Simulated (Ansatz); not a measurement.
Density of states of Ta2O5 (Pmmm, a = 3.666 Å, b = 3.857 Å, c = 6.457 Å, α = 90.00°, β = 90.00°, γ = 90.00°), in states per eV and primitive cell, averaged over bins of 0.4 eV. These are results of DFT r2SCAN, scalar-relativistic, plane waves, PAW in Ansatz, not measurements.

Plane waves to 500 eV, a k mesh through Γ of 8×8×4 on the computed 7-atom cell and Gaussian smearing (0.02 eV); no spin polarisation.

The cell is relaxed at this level. The states (both spins) are summed by tetrahedra on a 12×12×6 mesh at the self-consistent density. Energies are bin centres; the table starts no lower than −8 eV and ends at 6 eV, or lower where the solved bands end.

The gap is 0.64 eV at this level, with the zero inside it.

| E − E_F (eV) | total | O 2p | Ta 5d | Ta 6s | O 2s |
| --- | --- | --- | --- | --- | --- |
| -7.85 | 1.13 | 0.77 | 0.29 | 0.05 | 0.01 |
| -7.45 | 1.13 | 0.77 | 0.27 | 0.04 | 0.02 |
| -7.05 | 2.17 | 1.48 | 0.52 | 0.10 | 0.03 |
| -6.65 | 2.92 | 2.04 | 0.66 | 0.13 | 0.04 |
| -6.25 | 5.86 | 4.07 | 1.56 | 0.10 | 0.05 |
| -5.85 | 4.60 | 3.24 | 1.17 | 0.08 | 0.03 |
| -5.45 | 4.46 | 3.27 | 0.99 | 0.08 | 0.04 |
| -5.05 | 5.17 | 3.89 | 1.05 | 0.08 | 0.06 |
| -4.65 | 4.76 | 3.68 | 0.91 | 0.05 | 0.04 |
| -4.25 | 4.58 | 3.65 | 0.78 | 0.03 | 0.04 |
| -3.85 | 6.44 | 5.29 | 0.90 | 0.05 | 0.07 |
| -3.45 | 6.25 | 5.33 | 0.70 | 0.04 | 0.06 |
| -3.05 | 5.19 | 4.59 | 0.44 | 0.03 | 0.04 |
| -2.65 | 4.97 | 4.58 | 0.23 | 0.01 | 0.03 |
| -2.25 | 3.87 | 3.67 | 0.11 | 0.01 | 0.02 |
| -1.85 | 3.01 | 2.80 | 0.13 | 0.01 | 0.02 |
| -1.45 | 6.10 | 5.80 | 0.20 | 0.00 | 0.02 |
| -1.05 | 1.10 | 1.07 | 0.02 | 0.00 | 0.00 |
| -0.65 | 0.73 | 0.72 | 0.01 | 0.00 | 0.00 |
| -0.25 | 0.19 | 0.18 | 0.00 | 0.00 | 0.00 |
| 0.15 | 0.00 | 0.00 | 0.00 | 0.00 | 0.00 |
| 0.55 | 0.97 | 0.05 | 0.88 | 0.03 | 0.01 |
| 0.95 | 3.78 | 0.35 | 3.12 | 0.24 | 0.02 |
| 1.35 | 2.26 | 0.30 | 1.80 | 0.12 | 0.01 |
| 1.75 | 1.18 | 0.21 | 0.94 | 0.00 | 0.00 |
| 2.15 | 1.17 | 0.25 | 0.88 | 0.00 | 0.00 |
| 2.55 | 1.62 | 0.29 | 1.27 | 0.01 | 0.00 |
| 2.95 | 2.04 | 0.38 | 1.57 | 0.01 | 0.01 |
| 3.35 | 3.60 | 0.68 | 2.62 | 0.02 | 0.15 |
| 3.75 | 4.15 | 0.94 | 2.89 | 0.03 | 0.12 |
| 4.15 | 2.33 | 0.56 | 1.58 | 0.02 | 0.04 |
| 4.55 | 1.26 | 0.29 | 0.86 | 0.02 | 0.02 |
| 4.95 | 1.84 | 0.43 | 1.18 | 0.06 | 0.06 |
| 5.35 | 2.67 | 0.64 | 1.63 | 0.12 | 0.10 |
| 5.75 | 3.42 | 0.89 | 2.04 | 0.14 | 0.13 |

The columns after the total are the main Löwdin projections on the occupied valence shells of the potentials; 1 other is left out. The rest of the total lies in those, in shells that are empty in the free atom, which aren't projected, and between the atoms.

Spin-orbit coupling is left out, which matters for the bands of heavy elements.

Cost: 1 run of about 3.6 core-minutes, on Intel Xeon Platinum 8259CL (Skylake/Cascade Lake) (shared hosts).